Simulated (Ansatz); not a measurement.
**NH₂S (doublet): PBE, r2SCAN, PBE0, B3LYP, r2SCANh over vertical spin and charge gaps and displaced geometries, cc-pVDZ**

How well do these functionals follow the top wave-function level for NH₂S (doublet) over vertical spin and charge gaps and displaced geometries?

Computed with Ansatz 0.2.0, Gaussian basis. Level: cc-pVDZ, all electrons in the functionals.

Plan: PBE, r2SCAN, PBE0, B3LYP, r2SCANh, at charge 0, doublet; charge 0, quartet; charge 1, singlet; charge 1, triplet; displaced geometry v1; displaced geometry v2 (not every functional at every point).

17 further runs of the same task are left out: 6 that didn't finish, 11 set aside as unsound or not needed.

### Step 1. The geometry

The geometry is a PBE0/def2-TZVP stationary point (not a proven minimum).

4 atoms, charge 0, spin multiplicity 2.

Atoms are counted from 1 here; the program's logs count them from 0.

Bond lengths: N1–S2 1.625 Å, N1–H3 1.024 Å, S2–H4 1.348 Å. Angles: S2–N1–H3 104.9°, N1–S2–H4 97.5°.

No dispersion term is added. B3LYP takes the VWN-RPA correlation.

The geometry shown and the zero of energy belong to the point charge 0, doublet. The yardstick, UCCSDT(Q), and other wave-function levels (R restricted, U unrestricted, valence and pair active spaces) come from earlier runs.

### Step 2. PBE, charge 0, doublet

Contents of in.yaml:

```yaml
crystal:
  periodic: [false, false, false]
  atoms:
    - {symbol: N, position_ang: [0.000000, -0.187817, 1.099702]}
    - {symbol: S, position_ang: [0.000000, 0.096160, -0.500007]}
    - {symbol: H, position_ang: [0.000000, 0.740397, 1.531227]}
    - {symbol: H, position_ang: [0.000000, -1.189495, -0.906663]}
basis:
  gaussian: {orbitals: cc-pVDZ}
magnetization: {spin_polarized: true, initial_magnetization: 1}
hamiltonian: {xc: {name: PBE}}
output: {orbitals: {seedname: orbitals}}
```

Command:

```console
> ansatz run in.yaml --threads 1 --pin off --events-out ev --progress --plain --max-ram 2393MiB
```

The program printed, shortened:

```text
Functional definition: PBE
  name "PBE"
  cite "Perdew, Burke & Ernzerhof, Phys. Rev. Lett. 77, 3865 (1996) doi:10.1103/PhysRevLett.77.3865"
  parent pbe
[...]
417 factors; integrals over basis functions are off by at most 1.5e-3 eV
[...]
mean field -12349.70778232 eV, -453.8433900676 hartree, gradient 1.7e-5 eV, S^2 0.752156; 0 other end points of the search recorded, 0 dependent functions left out
reference -12349.70780478 eV, -453.8433908931 hartree; 13, 12 occupied and 29, 30 virtual orbitals, 417 factors
Total energy: -12349.70780478 eV, -453.8433908931 hartree
```

It took 0.33 s on 1 thread of AMD EPYC 9R45, shared host.

From the report: ⟨S²⟩ of the determinant 0.752 (pure doublet: 0.75).

### Step 3. PBE, charge 0, quartet

in.yaml, as its differences from that of step 2:

```diff
@@ -9,3 +9,3 @@
   gaussian: {orbitals: cc-pVDZ}
-magnetization: {spin_polarized: true, initial_magnetization: 1}
+magnetization: {spin_polarized: true, initial_magnetization: 3}
 hamiltonian: {xc: {name: PBE}}
```

Launched as before.

The program printed, shortened:

```text
Functional definition: PBE
  name "PBE"
  cite "Perdew, Burke & Ernzerhof, Phys. Rev. Lett. 77, 3865 (1996) doi:10.1103/PhysRevLett.77.3865"
  parent pbe
[...]
417 factors; integrals over basis functions are off by at most 1.5e-3 eV
[...]
mean field -12344.12208989 eV, -453.6381196568 hartree, gradient 8.3e-5 eV, S^2 3.754498; 1 other end points of the search recorded, 0 dependent functions left out
reference -12344.12211600 eV, -453.6381206164 hartree; 14, 11 occupied and 28, 31 virtual orbitals, 417 factors
Total energy: -12344.12211600 eV, -453.6381206164 hartree
```

Run time: 0.48 s. Hardware: 1 thread of AMD EPYC 9R45, shared host.

From the report: ⟨S²⟩ of the determinant 3.754 (pure quartet: 3.75).

From charge 0, doublet: +538.9 kJ/mol.

### Step 4. PBE, charge 1, singlet

in.yaml, as its differences from that of step 3:

```diff
@@ -9,3 +9,4 @@
   gaussian: {orbitals: cc-pVDZ}
-magnetization: {spin_polarized: true, initial_magnetization: 3}
+total_charge: 1
+magnetization: {spin_polarized: true, initial_magnetization: 0}
 hamiltonian: {xc: {name: PBE}}
```

Same command.

The program printed, shortened:

```text
Functional definition: PBE
  name "PBE"
  cite "Perdew, Burke & Ernzerhof, Phys. Rev. Lett. 77, 3865 (1996) doi:10.1103/PhysRevLett.77.3865"
  parent pbe
[...]
417 factors; integrals over basis functions are off by at most 1.5e-3 eV
[...]
mean field -12341.06217015 eV, -453.5256696806 hartree, gradient 1.6e-5 eV, S^2 0.000000; 1 other end points of the search recorded, 0 dependent functions left out
reference -12341.06219010 eV, -453.5256704136 hartree; 12, 12 occupied and 30, 30 virtual orbitals, 417 factors
Total energy: -12341.06219010 eV, -453.5256704136 hartree
```

Run time: 0.36 s. Hardware: 1 thread of AMD EPYC 9R45, shared host.

From the report: ⟨S²⟩ of the determinant 0.000 (pure singlet: 0.00).

From charge 0, doublet: +834.2 kJ/mol.

### Step 5. PBE, charge 1, triplet

in.yaml, as its differences from that of step 4:

```diff
@@ -10,3 +10,3 @@
 total_charge: 1
-magnetization: {spin_polarized: true, initial_magnetization: 0}
+magnetization: {spin_polarized: true, initial_magnetization: 2}
 hamiltonian: {xc: {name: PBE}}
```

Launched as before.

The program printed, shortened:

```text
Functional definition: PBE
  name "PBE"
  cite "Perdew, Burke & Ernzerhof, Phys. Rev. Lett. 77, 3865 (1996) doi:10.1103/PhysRevLett.77.3865"
  parent pbe
[...]
417 factors; integrals over basis functions are off by at most 1.5e-3 eV
[...]
mean field -12339.38893451 eV, -453.4641794052 hartree, gradient 9.4e-6 eV, S^2 2.005725; 3 other end points of the search recorded, 0 dependent functions left out
reference -12339.38895493 eV, -453.4641801556 hartree; 13, 11 occupied and 29, 31 virtual orbitals, 417 factors
Total energy: -12339.38895493 eV, -453.4641801556 hartree
```

Run time: 0.54 s. Hardware: 1 thread of AMD EPYC 9R45, shared host.

From the report: ⟨S²⟩ of the determinant 2.006 (pure triplet: 2.00).

From charge 0, doublet: +995.6 kJ/mol.

### Step 6. PBE, displaced geometry v1

Contents of in.yaml:

```yaml
crystal:
  periodic: [false, false, false]
  atoms:
    - {symbol: N, position_ang: [0.000734, -0.177546, 1.108768]}
    - {symbol: S, position_ang: [-0.000099, 0.090288, -0.502094]}
    - {symbol: H, position_ang: [0.047865, 0.793835, 1.486527]}
    - {symbol: H, position_ang: [-0.054912, -1.198871, -0.921561]}
basis:
  gaussian: {orbitals: cc-pVDZ}
magnetization: {spin_polarized: true, initial_magnetization: 1}
hamiltonian: {xc: {name: PBE}}
output: {orbitals: {seedname: orbitals}}
```

Same command.

The program printed, shortened:

```text
Functional definition: PBE
  name "PBE"
  cite "Perdew, Burke & Ernzerhof, Phys. Rev. Lett. 77, 3865 (1996) doi:10.1103/PhysRevLett.77.3865"
  parent pbe
[...]
418 factors; integrals over basis functions are off by at most 1.4e-3 eV
[...]
mean field -12349.73416997 eV, -453.8443597959 hartree, gradient 1.8e-5 eV, S^2 0.752186; 0 other end points of the search recorded, 0 dependent functions left out
reference -12349.73419243 eV, -453.8443606215 hartree; 13, 12 occupied and 29, 30 virtual orbitals, 418 factors
Total energy: -12349.73419243 eV, -453.8443606215 hartree
```

It took 0.33 s on 1 thread of AMD EPYC 9R45, shared host.

From the report: ⟨S²⟩ of the determinant 0.752 (pure doublet: 0.75).

From charge 0, doublet: -2.5 kJ/mol.

### Step 7. PBE, displaced geometry v2

Contents of in.yaml:

```yaml
crystal:
  periodic: [false, false, false]
  atoms:
    - {symbol: N, position_ang: [0.111896, -0.191234, 1.091446]}
    - {symbol: S, position_ang: [-0.052978, 0.101117, -0.496669]}
    - {symbol: H, position_ang: [0.023643, 0.712930, 1.526385]}
    - {symbol: H, position_ang: [0.106751, -1.272232, -0.893291]}
basis:
  gaussian: {orbitals: cc-pVDZ}
magnetization: {spin_polarized: true, initial_magnetization: 1}
hamiltonian: {xc: {name: PBE}}
output: {orbitals: {seedname: orbitals}}
```

The command is unchanged.

The program printed, shortened:

```text
Functional definition: PBE
  name "PBE"
  cite "Perdew, Burke & Ernzerhof, Phys. Rev. Lett. 77, 3865 (1996) doi:10.1103/PhysRevLett.77.3865"
  parent pbe
[...]
417 factors; integrals over basis functions are off by at most 1.2e-3 eV
[...]
mean field -12349.65327497 eV, -453.8413869595 hartree, gradient 2.4e-5 eV, S^2 0.752173; 0 other end points of the search recorded, 0 dependent functions left out
reference -12349.65329738 eV, -453.8413877830 hartree; 13, 12 occupied and 29, 30 virtual orbitals, 417 factors
Total energy: -12349.65329738 eV, -453.8413877830 hartree
```

Wall time 0.33 s (1 thread of AMD EPYC 9R45, shared host).

From the report: ⟨S²⟩ of the determinant 0.752 (pure doublet: 0.75).

From charge 0, doublet: +5.3 kJ/mol.

### Step 8. r2SCAN, charge 0, doublet

Contents of in.yaml:

```yaml
crystal:
  periodic: [false, false, false]
  atoms:
    - {symbol: N, position_ang: [0.000000, -0.187817, 1.099702]}
    - {symbol: S, position_ang: [0.000000, 0.096160, -0.500007]}
    - {symbol: H, position_ang: [0.000000, 0.740397, 1.531227]}
    - {symbol: H, position_ang: [0.000000, -1.189495, -0.906663]}
basis:
  gaussian: {orbitals: cc-pVDZ}
magnetization: {spin_polarized: true, initial_magnetization: 1}
hamiltonian: {xc: {name: r2SCAN}}
output: {forces: true}
```

Launched as before.

The program printed:

```text
Functional definition: r2SCAN
  name "r2SCAN"
  cite "Furness, Kaplan, Ning, Perdew & Sun, J. Phys. Chem. Lett. 11, 8208 (2020) doi:10.1021/acs.jpclett.0c02405"
  cite "Furness, Kaplan, Ning, Perdew & Sun, J. Phys. Chem. Lett. 11, 9248 (2020) doi:10.1021/acs.jpclett.0c03077"
  parent r2scan
  parameter k0 = 0.174
  parameter k1 = 0.065
  parameter a1 = 4.9479
  exchange = r2scan_x(k0 = k0, k1 = k1, a1 = a1)
  correlation = r2scan_c
417 factors; integrals over basis functions are off by at most 1.5e-3 eV
mean field evaluation 1: about -12348.2193 eV, gradient 3.7e1 eV
mean field evaluation 2: about -12292.3842 eV, gradient 9.1e1 eV
mean field evaluation 4: about -12354.4461 eV, gradient 5.3e0 eV
mean field evaluation 8: about -12354.6276 eV, gradient 1.4e-1 eV
mean field evaluation 16: about -12354.6277 eV, gradient 4.4e-5 eV
mean field -12354.62774871 eV, -454.0241954976 hartree, gradient 4.4e-5 eV, S^2 0.754576; 0 other end points of the search recorded, 0 dependent functions left out
the calculation of the forces begins
reference -12354.62775496 eV, -454.0241957273 hartree; 13, 12 occupied and 29, 30 virtual orbitals, 417 factors
Total energy: -12354.62775496 eV, -454.0241957273 hartree
Atom 0 at     0.000000    -0.187817     1.099702 Å, force    -0.000000    -0.746703     1.300377 eV/Å
Atom 1 at     0.000000     0.096160    -0.500007 Å, force    -0.000000     0.739729    -1.254751 eV/Å
Atom 2 at     0.000000     0.740397     1.531227 Å, force     0.000000     0.421853     0.073427 eV/Å
Atom 3 at     0.000000    -1.189495    -0.906663 Å, force     0.000000    -0.414879    -0.119053 eV/Å
Dipole moment:     0.000000     0.112808    -0.176300 e Å
```

It took 0.75 s on 1 thread of AMD EPYC 9R45, shared host.

From the report: ⟨S²⟩ of the determinant 0.755 (pure doublet: 0.75).

### Step 9. r2SCAN, charge 0, quartet

in.yaml, as its differences from that of step 8:

```diff
@@ -9,4 +9,3 @@
   gaussian: {orbitals: cc-pVDZ}
-magnetization: {spin_polarized: true, initial_magnetization: 1}
+magnetization: {spin_polarized: true, initial_magnetization: 3}
 hamiltonian: {xc: {name: r2SCAN}}
-output: {forces: true}
```

Launched as before.

The program printed, shortened:

```text
Functional definition: r2SCAN
  name "r2SCAN"
  cite "Furness, Kaplan, Ning, Perdew & Sun, J. Phys. Chem. Lett. 11, 8208 (2020) doi:10.1021/acs.jpclett.0c02405"
  cite "Furness, Kaplan, Ning, Perdew & Sun, J. Phys. Chem. Lett. 11, 9248 (2020) doi:10.1021/acs.jpclett.0c03077"
  parent r2scan
[...]
417 factors; integrals over basis functions are off by at most 1.5e-3 eV
[...]
mean field -12348.94413906 eV, -453.8153266956 hartree, gradient 6.9e-5 eV, S^2 3.759558; 2 other end points of the search recorded, 0 dependent functions left out
reference -12348.94414669 eV, -453.8153269758 hartree; 14, 11 occupied and 28, 31 virtual orbitals, 417 factors
Total energy: -12348.94414669 eV, -453.8153269758 hartree
```

Wall time 0.99 s (1 thread of AMD EPYC 9R45, shared host).

From the report: ⟨S²⟩ of the determinant 3.760 (pure quartet: 3.75).

From charge 0, doublet: +548.4 kJ/mol.

### Step 10. r2SCAN, charge 1, singlet

in.yaml, as its differences from that of step 9:

```diff
@@ -9,3 +9,4 @@
   gaussian: {orbitals: cc-pVDZ}
-magnetization: {spin_polarized: true, initial_magnetization: 3}
+total_charge: 1
+magnetization: {spin_polarized: true, initial_magnetization: 0}
 hamiltonian: {xc: {name: r2SCAN}}
```

The command is unchanged.

The program printed, shortened:

```text
Functional definition: r2SCAN
  name "r2SCAN"
  cite "Furness, Kaplan, Ning, Perdew & Sun, J. Phys. Chem. Lett. 11, 8208 (2020) doi:10.1021/acs.jpclett.0c02405"
  cite "Furness, Kaplan, Ning, Perdew & Sun, J. Phys. Chem. Lett. 11, 9248 (2020) doi:10.1021/acs.jpclett.0c03077"
  parent r2scan
[...]
417 factors; integrals over basis functions are off by at most 1.5e-3 eV
[...]
mean field -12345.68131677 eV, -453.6954201881 hartree, gradient 2.4e-5 eV, S^2 0.000000; 2 other end points of the search recorded, 0 dependent functions left out
reference -12345.68132265 eV, -453.6954204040 hartree; 12, 12 occupied and 30, 30 virtual orbitals, 417 factors
Total energy: -12345.68132265 eV, -453.6954204040 hartree
```

It took 0.72 s on 1 thread of AMD EPYC 9R45, shared host.

From the report: ⟨S²⟩ of the determinant 0.000 (pure singlet: 0.00).

From charge 0, doublet: +863.2 kJ/mol.

### Step 11. r2SCAN, charge 1, triplet

in.yaml, as its differences from that of step 10:

```diff
@@ -10,3 +10,4 @@
 total_charge: 1
-magnetization: {spin_polarized: true, initial_magnetization: 0}
+magnetization: {spin_polarized: true, initial_magnetization: 2}
 hamiltonian: {xc: {name: r2SCAN}}
+output: {forces: true}
```

Same command.

The program printed:

```text
Functional definition: r2SCAN
  name "r2SCAN"
  cite "Furness, Kaplan, Ning, Perdew & Sun, J. Phys. Chem. Lett. 11, 8208 (2020) doi:10.1021/acs.jpclett.0c02405"
  cite "Furness, Kaplan, Ning, Perdew & Sun, J. Phys. Chem. Lett. 11, 9248 (2020) doi:10.1021/acs.jpclett.0c03077"
  parent r2scan
  parameter k0 = 0.174
  parameter k1 = 0.065
  parameter a1 = 4.9479
  exchange = r2scan_x(k0 = k0, k1 = k1, a1 = a1)
  correlation = r2scan_c
417 factors; integrals over basis functions are off by at most 1.5e-3 eV
mean field evaluation 1: about -12327.5644 eV, gradient 5.9e1 eV
mean field evaluation 2: about -12249.0866 eV, gradient 1.1e2 eV
mean field evaluation 4: about -12343.2562 eV, gradient 1.3e1 eV
mean field evaluation 8: about -12344.2161 eV, gradient 9.6e-2 eV
mean field evaluation 16: about -12344.2107 eV, gradient 4.8e-5 eV
mean field -12344.21066079 eV, -453.6413745775 hartree, gradient 5.1e-5 eV, S^2 2.012195; 1 other end points of the search recorded, 0 dependent functions left out
the calculation of the forces begins
reference -12344.21066663 eV, -453.6413747921 hartree; 13, 11 occupied and 29, 31 virtual orbitals, 417 factors
Total energy: -12344.21066663 eV, -453.6413747921 hartree
Atom 0 at     0.000000    -0.187817     1.099702 Å, force    -0.000000     1.550924    -1.889477 eV/Å
Atom 1 at     0.000000     0.096160    -0.500007 Å, force     0.000000    -0.919387     0.361580 eV/Å
Atom 2 at     0.000000     0.740397     1.531227 Å, force     0.000000    -0.026613     2.124856 eV/Å
Atom 3 at     0.000000    -1.189495    -0.906663 Å, force    -0.000000    -0.604924    -0.596959 eV/Å
Dipole moment:     0.000000    -0.008816     0.021466 e Å
```

Run time: 0.78 s. Hardware: 1 thread of AMD EPYC 9R45, shared host.

From the report: ⟨S²⟩ of the determinant 2.012 (pure triplet: 2.00).

From charge 0, doublet: +1005.1 kJ/mol.

### Step 12. r2SCAN, displaced geometry v1

Contents of in.yaml:

```yaml
crystal:
  periodic: [false, false, false]
  atoms:
    - {symbol: N, position_ang: [0.000734, -0.177546, 1.108768]}
    - {symbol: S, position_ang: [-0.000099, 0.090288, -0.502094]}
    - {symbol: H, position_ang: [0.047865, 0.793835, 1.486527]}
    - {symbol: H, position_ang: [-0.054912, -1.198871, -0.921561]}
basis:
  gaussian: {orbitals: cc-pVDZ}
magnetization: {spin_polarized: true, initial_magnetization: 1}
hamiltonian: {xc: {name: r2SCAN}}
output: {forces: true}
```

Launched as before.

The program printed:

```text
Functional definition: r2SCAN
  name "r2SCAN"
  cite "Furness, Kaplan, Ning, Perdew & Sun, J. Phys. Chem. Lett. 11, 8208 (2020) doi:10.1021/acs.jpclett.0c02405"
  cite "Furness, Kaplan, Ning, Perdew & Sun, J. Phys. Chem. Lett. 11, 9248 (2020) doi:10.1021/acs.jpclett.0c03077"
  parent r2scan
  parameter k0 = 0.174
  parameter k1 = 0.065
  parameter a1 = 4.9479
  exchange = r2scan_x(k0 = k0, k1 = k1, a1 = a1)
  correlation = r2scan_c
418 factors; integrals over basis functions are off by at most 1.4e-3 eV
mean field evaluation 1: about -12348.4116 eV, gradient 3.7e1 eV
mean field evaluation 2: about -12293.5525 eV, gradient 9.0e1 eV
mean field evaluation 4: about -12354.4619 eV, gradient 5.2e0 eV
mean field evaluation 8: about -12354.6416 eV, gradient 1.4e-1 eV
mean field evaluation 16: about -12354.6417 eV, gradient 4.4e-5 eV
mean field -12354.64171068 eV, -454.0247085907 hartree, gradient 4.4e-5 eV, S^2 0.754618; 0 other end points of the search recorded, 0 dependent functions left out
the calculation of the forces begins
reference -12354.64171693 eV, -454.0247088201 hartree; 13, 12 occupied and 29, 30 virtual orbitals, 418 factors
Total energy: -12354.64171693 eV, -454.0247088201 hartree
Atom 0 at     0.000734    -0.177546     1.108768 Å, force     0.019987     0.089754     1.271867 eV/Å
Atom 1 at    -0.000099     0.090288    -0.502094 Å, force     0.012974     0.464150    -1.259212 eV/Å
Atom 2 at     0.047865     0.793835     1.486527 Å, force    -0.019710    -0.316924    -0.031073 eV/Å
Atom 3 at    -0.054912    -1.198871    -0.921561 Å, force    -0.013251    -0.236980     0.018418 eV/Å
Dipole moment:     0.004358     0.110214    -0.188404 e Å
```

It took 0.75 s on 1 thread of AMD EPYC 9R45, shared host.

From the report: ⟨S²⟩ of the determinant 0.755 (pure doublet: 0.75).

From charge 0, doublet: -1.3 kJ/mol.

(Part 1 of 3 ends here.)
